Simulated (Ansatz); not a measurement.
Energy landscape of H2O, singlet: map of symmetric stretch and bend. Scanned: O-H bond length and H-O-H angle.

Cartesian coordinates as functions of the variables (Å; names that start with a are angles):
```
O  0  0  0
H  r*sin(a/2)  0  r*cos(a/2)
H  -r*sin(a/2)  0  r*cos(a/2)
```

Method: Ansatz (a quantum-chemistry and plane-wave program) with CCSDT(Q) on RHF/cc-pVDZ, frozen core.

Energy in kcal/mol above the lowest grid point; x is the O-H bond length (Å), y the H-O-H angle (°).

```csv
y \ x,0.82,0.85,0.91,0.97,1.02,1.06,1.11,1.16,1.19,1.25,1.30
180,62.9,50.1,37.9,38.4,45.5,54.1,67.5,82.7,92.3,112.2,128.8
169.07,61.5,48.6,36.1,36.4,43.2,51.6,64.6,79.2,88.5,107.2,122.3
161.32,58.9,45.8,33.0,32.9,39.2,47.2,59.5,73.5,82.2,99.7,113.6
149.98,53.3,39.9,26.4,25.5,31.0,38.3,49.7,62.6,70.7,87.1,100.2
139.72,47.4,33.7,19.5,17.8,22.7,29.4,40.1,52.4,60.2,76.0,89.0
127.87,41.1,26.9,11.9,9.4,13.7,19.9,30.1,41.9,49.5,65.1,78.1
118.23,37.5,22.9,7.2,4.0,7.9,13.8,23.6,35.2,42.7,58.2,71.2
108.01,36.2,21.1,4.5,0.6,3.9,9.5,19.0,30.4,37.7,53.1,66.1
101.54,37.0,21.7,4.4,0.0,2.9,8.3,17.5,28.7,35.9,51.1,64.1
90.70,42.1,26.1,7.6,2.1,4.3,9.0,17.7,28.4,35.4,50.3,63.0
77.86,55.2,38.3,17.9,10.7,11.5,15.3,22.9,32.6,39.2,53.2,65.4
70,68.1,50.3,28.4,19.7,19.5,22.5,29.1,38.0,44.0,57.3,68.9
```

Points that lie below all their neighbours on the grid: x = 0.97, y = 101.54 (0.0 kcal/mol).
